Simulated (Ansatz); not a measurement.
# [BH4]− (SMILES [H][B-]([H])([H])[H]): levels of theory compared

We compute a comparison of 6 runs (HF/3-21G, UHF/3-21G, PBE0/3-21G, UPBE/6-31G, UPBE0/6-31G, CCSDT/3-21G) of [BH4]−. 

The results are computed with Ansatz 0.2.0.

## Step 1: The system as given

[BH4]− has 5 atoms, charge -1, and is taken as a singlet. As SMILES, `[H][B-]([H])([H])[H]`. The H3–B1 distance was set to 1.843 Å, away from the relaxed value. At this shape a bond of the SMILES string is far longer than usual.

Bond lengths: B1–H2 1.229 Å, B1–H4 1.229 Å, B1–H5 1.229 Å. Angles: H2–B1–H4 109.5°, H2–B1–H5 109.5°, H4–B1–H5 109.5°.

## Step 2: The energy at HF/3-21G (run 1)

job.yaml

```yaml
crystal:
  periodic: [false, false, false]
  atoms:
    - {symbol: B, position_ang: [-0.577348, -0.006205, 0.210338]}
    - {symbol: H, position_ang: [-0.565468, -0.026595, 1.439508]}
    - {symbol: H, position_ang: [1.154650, 0.011840, -0.420810]}
    - {symbol: H, position_ang: [-1.164948, 1.001795, -0.177172]}
    - {symbol: H, position_ang: [-1.156278, -1.004895, -0.210302]}
basis:
  gaussian:
    orbitals: 3-21G.json
total_charge: -1
accuracy: high
hamiltonian:
  xc: hf
```

The basis set 3-21G is read from a file made from the Basis Set Exchange's data (not shown).

Started as:

```sh
$ ansatz run job.yaml --threads 1 --pin off --max-ram 2610MiB --events-out events.jsonl --progress --plain --runs-dir runs
```

The log of the run:

```text
Warning: RAYON_NUM_THREADS=1 ignored (pool sized by the plan → 1); use --threads N
Functional definition: HF
  name "HF"
  exchange = exact_x
  correlation = 0
338 factors; integrals over basis functions are off by at most 3.6e-9 eV
mean field evaluation 1: about -727.5799 eV, gradient 1.2e1 eV
mean field evaluation 2: about -727.5709 eV, gradient 1.2e1 eV
mean field evaluation 4: about -728.2297 eV, gradient 8.3e-1 eV
mean field evaluation 8: about -728.2326 eV, gradient 5.6e-5 eV
mean field -728.23261469 eV, -26.7620549762 hartree, gradient 2.2e-8 eV, S^2 0.000000; 0 other end points of the search recorded, 0 dependent functions left out
reference -728.23261469 eV, -26.7620549762 hartree; 5, 5 occupied and 12, 12 virtual orbitals, 338 factors
Total energy: -728.23261469 eV, -26.7620549762 hartree
```

Wall time 0.08 s (1 thread of Arm Neoverse V2, shared host).

## Step 3: The energy at UHF/3-21G (run 2)

run.yaml

```yaml
crystal:
  periodic: [false, false, false]
  atoms:
    - symbol: B
      position_ang: [-0.577348, -0.006205, 0.210338]
    - symbol: H
      position_ang: [-0.565468, -0.026595, 1.439508]
    - symbol: H
      position_ang: [1.154650, 0.011840, -0.420810]
    - symbol: H
      position_ang: [-1.164948, 1.001795, -0.177172]
    - symbol: H
      position_ang: [-1.156278, -1.004895, -0.210302]
basis:
  gaussian:
    orbitals: 3-21G.json
total_charge: -1
magnetization:
  spin_polarized: true
hamiltonian:
  xc: hf
accuracy: high
```

The basis set 3-21G is read from a file made from the Basis Set Exchange's data (not shown).

Started as:

```sh
$ ansatz run run.yaml --threads 1 --pin off --max-ram 2610MiB --events-out events.jsonl --progress --plain --runs-dir runs
```

The log of the run:

```text
Warning: RAYON_NUM_THREADS=1 ignored (pool sized by the plan → 1); use --threads N
[... 4 set-up lines as earlier in the session ...]
338 factors; integrals over basis functions are off by at most 3.6e-9 eV
mean field evaluation 1: about -727.5799 eV, gradient 8.3e0 eV
mean field evaluation 2: about -727.5709 eV, gradient 8.3e0 eV
mean field evaluation 4: about -728.2297 eV, gradient 5.9e-1 eV
mean field evaluation 8: about -728.2326 eV, gradient 4.0e-5 eV
mean field evaluation 16: about -728.2001 eV, gradient 5.6e-1 eV
mean field -728.23261469 eV, -26.7620549762 hartree, gradient 8.9e-8 eV, S^2 0.000000; 0 other end points of the search recorded, 0 dependent functions left out
reference -728.23261469 eV, -26.7620549762 hartree; 5, 5 occupied and 12, 12 virtual orbitals, 338 factors
Total energy: -728.23261469 eV, -26.7620549762 hartree
```

Run time: 0.08 s. Hardware: 1 thread of Arm Neoverse V2, shared host.

Run 3 isn't shown in full; the table further down has it.

## Step 4: A single-point energy at UPBE/6-31G (run 4)

molecule.yaml

```yaml
crystal:
  periodic: [false, false, false]
  atoms:
    - {symbol: B, position_ang: [-0.577348, -0.006205, 0.210338]}
    - {symbol: H, position_ang: [-0.565468, -0.026595, 1.439508]}
    - {symbol: H, position_ang: [1.154650, 0.011840, -0.420810]}
    - {symbol: H, position_ang: [-1.164948, 1.001795, -0.177172]}
    - {symbol: H, position_ang: [-1.156278, -1.004895, -0.210302]}
basis:
  gaussian:
    orbitals: 6-31G
hamiltonian:
  xc: {name: PBE}
total_charge: -1
magnetization:
  spin_polarized: true
accuracy: high
```

Started as:

```sh
$ ansatz run molecule.yaml --threads 1 --pin off --max-ram 2610MiB --events-out events.jsonl --progress --plain --runs-dir runs
```

The log of the run:

```text
Warning: RAYON_NUM_THREADS=1 ignored (pool sized by the plan → 1); use --threads N
Functional definition: PBE
  name "PBE"
  parameter kappa = 0.804
  parameter beta = 0.06672455060314922
  exchange = pbe_x(kappa = kappa, mu = beta*pi^2/3)
  correlation = pbe_c(beta = beta)
414 factors; integrals over basis functions are off by at most 3.1e-9 eV
mean field evaluation 1: about -737.8377 eV, gradient 5.0e0 eV
mean field evaluation 2: about -737.8549 eV, gradient 4.5e0 eV
mean field evaluation 4: about -738.0688 eV, gradient 2.2e-1 eV
mean field evaluation 8: about -738.0568 eV, gradient 2.6e-3 eV
mean field -738.05679864 eV, -27.1230870773 hartree, gradient 6.4e-8 eV, S^2 0.000000; 0 other end points of the search recorded, 0 dependent functions left out
reference -738.05680059 eV, -27.1230871490 hartree; 5, 5 occupied and 12, 12 virtual orbitals, 414 factors
Total energy: -738.05680059 eV, -27.1230871490 hartree
```

It took 0.89 s on 1 thread of Arm Neoverse V2, shared host; peak memory 0.11 GiB.

Run 5 isn't shown in full; the table further down has it.

## Step 5: The energy at CCSDT/3-21G (run 6)

input.yaml

```yaml
crystal:
  periodic: [false, false, false]
  atoms:
    - symbol: B
      position_ang: [-0.577348, -0.006205, 0.210338]
    - symbol: H
      position_ang: [-0.565468, -0.026595, 1.439508]
    - symbol: H
      position_ang: [1.154650, 0.011840, -0.420810]
    - symbol: H
      position_ang: [-1.164948, 1.001795, -0.177172]
    - symbol: H
      position_ang: [-1.156278, -1.004895, -0.210302]
basis:
  gaussian:
    orbitals: 3-21G.json
total_charge: -1
correlation:
  method: ccsdt
  frozen_orbitals: {B: 1, H: 0}
accuracy: high
scf:
  omitted_lower_state_checks: [cluster_reference, increment]
```

The basis set 3-21G is read from a file made from the Basis Set Exchange's data (not shown).

Started as:

```sh
$ ansatz run input.yaml --threads 1 --pin off --max-ram 2610MiB --events-out events.jsonl --progress --plain --runs-dir runs
```

The log of the run, cut to the lines that bear on the results:

```text
Warning: RAYON_NUM_THREADS=1 ignored (pool sized by the plan → 1); use --threads N
[... 2 set-up lines as earlier in the session ...]
[...]
338 factors; integrals over basis functions are off by at most 3.6e-9 eV
[...]
mean field -728.23261469 eV, -26.7620549762 hartree, gradient 2.2e-8 eV, S^2 0.000000; 0 other end points of the search recorded, 0 dependent functions left out
1 core orbitals not correlated: weight in the atoms' cores, before any rotation towards them, 1.000 or more for the frozen orbitals, at most 0.000 for the correlated occupied ones
reference -728.23261469 eV, -26.7620549762 hartree; 4, 4 occupied and 12, 12 virtual orbitals, 338 factors
second order -2.08714688 eV of doubles, -0.00000000 eV of singles
cycle   1  -2.51430655 eV  change   -4.3e-1 eV  update   6.5e-2
[...]
cycle  19  -2.83257908 eV  change   1.3e-10 eV  update  1.7e-10
Total energy: -731.06519378 eV, -26.8661503375 hartree
Checks for a lower state left out: cluster_reference, increment
```

Run time: 0.24 s. Hardware: 1 thread of Arm Neoverse V2, shared host.

## Step 6: Overview of the runs

```csv
run,level,frozen core orbitals,energy (Eh),wall time
1,HF/3-21G,–,-26.762055,0.08 s
2,UHF/3-21G,–,-26.762055,0.08 s
3,PBE0/3-21G,–,-26.990790,0.5 s
4,UPBE/6-31G,–,-27.123087,0.89 s
5,UPBE0/6-31G,–,-27.134761,0.89 s
6,CCSDT/3-21G,1,-26.866150,0.24 s
```

## Step 7: Outcome

```
                                         quantity         value
                              run 6: total energy  -26.86615 Eh
run 6: correlation energy (1 core orbital frozen)    -104.1 mEh
                             run 6: T1 diagnostic         0.015
```

What this shows: Totals of different functionals can't be ranked against each other. All runs together took 2.7 s, the longest 0.89 s.
